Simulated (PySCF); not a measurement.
Gas-phase reaction: BHCl₂ + HCl → BH₂Cl + Cl₂

Method: PySCF energies (xtb for GFN2) plus ideal-gas RRHO corrections (1 bar). † marks an energy on the PBE0/def2-TZVP geometry and frequencies; other levels use their own. CCSD(T) freezes the core. All species are closed-shell singlets. B3LYP is the form with VWN-RPA correlation. BH₂Cl: computed as isolated molecules; such fragments, hydroxides, amides, oligomers or adducts are transient or little studied in the gas. CCSD(T) isn't extrapolated to the basis-set limit.

| level | ΔH°(298 K), kJ |
|---|---|
| B3LYP/def2-TZVP† | [?] |
| BLYP/def2-TZVP† | 242 |
| CCSD(T)/def2-SVP† | 295 |
| GFN2-xTB | 135 |
| M06-2X/def2-TZVP† | [?] |
| PBE/def2-TZVP† | 253 |
| PBE0/def2-QZVP† | [?] |
| LDA/def2-TZVP† | [?] |

### Question
What belongs in the gaps?

### Answer

- B3LYP/def2-TZVP†, ΔH°(298 K), kJ: 251
- M06-2X/def2-TZVP†, ΔH°(298 K), kJ: 256
- PBE0/def2-QZVP†, ΔH°(298 K), kJ: 262
- LDA/def2-TZVP†, ΔH°(298 K), kJ: 267
